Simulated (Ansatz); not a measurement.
Input file:

```yaml
crystal:
  periodic: [false, false, false]
  atoms:
    - {symbol: H, position_ang: [-2.823560, 0.000000, -0.000001]}
    - {symbol: H, position_ang: [-1.993560, 0.000000, -0.000001]}
    - {symbol: Ge, position_ang: [0.045440, 0.000000, 0.000000]}
    - {symbol: H, position_ang: [0.514109, -1.465915, 0.000000]}
    - {symbol: H, position_ang: [0.514109, 0.732957, -1.269519]}
    - {symbol: H, position_ang: [0.514109, 0.732957, 1.269520]}
basis:
  gaussian: {orbitals: cc-pVDZ}
magnetization: {spin_polarized: true, initial_magnetization: 1}
hamiltonian: {xc: {name: r2SCAN}}
output: {forces: true}
```

```sh
$ ansatz run in.yaml --threads 1 --pin off --events-out ev --progress --plain --max-ram 2816MiB --backend cpu
```

The program prints:

```
665 factors; their error is unknown
mean field evaluation 1: about -56595.4095 eV, gradient 7.1e0 eV
mean field evaluation 2: about -56595.7575 eV, gradient 2.5e0 eV
mean field evaluation 4: about -56595.7947 eV, gradient 2.0e-1 eV
mean field evaluation 8: about -56595.7914 eV, gradient 1.5e-2 eV
mean field -56595.79143831 eV, -2079.8569733525 hartree, gradient 8.5e-5 eV, S^2 0.756855; 0 other end points of the search recorded, 0 dependent functions left out
the calculation of the forces begins
reference -56595.79144916 eV, -2079.8569737512 hartree; 19, 18 occupied and 33, 34 virtual orbitals, 665 factors
Total energy: -56595.79144916 eV, -2079.8569737512 hartree
Atom 0 at    -2.823560     0.000000    -0.000001 Å, force     0.421249    -0.000025     0.000000 eV/Å
Atom 1 at    -1.993560     0.000000    -0.000001 Å, force    -0.937277    -0.000026    -0.000000 eV/Å
Atom 2 at     0.045440     0.000000     0.000000 Å, force     0.439852     0.000006     0.000000 eV/Å
Atom 3 at     0.514109    -1.465915     0.000000 Å, force     0.025326     0.002329     0.000000 eV/Å
Atom 4 at     0.514109     0.732957    -1.269519 Å, force     0.025425    -0.001142     0.002043 eV/Å
Atom 5 at     0.514109     0.732957     1.269520 Å, force     0.025425    -0.001142    -0.002043 eV/Å
Dipole moment:     0.000061     0.000001     0.000000 e Å
```

Forces (eV/Å):
```
H    0.421  0.000  0.000
H   -0.937  0.000  0.000
Ge   0.440  0.000  0.000
H    0.025  0.002  0.000
H    0.025 -0.001  0.002
H    0.025 -0.001 -0.002
```

Ran on 1 thread of AMD EPYC 7R13, shared host: 2.2 s wall, 0.17 GiB peak host memory.
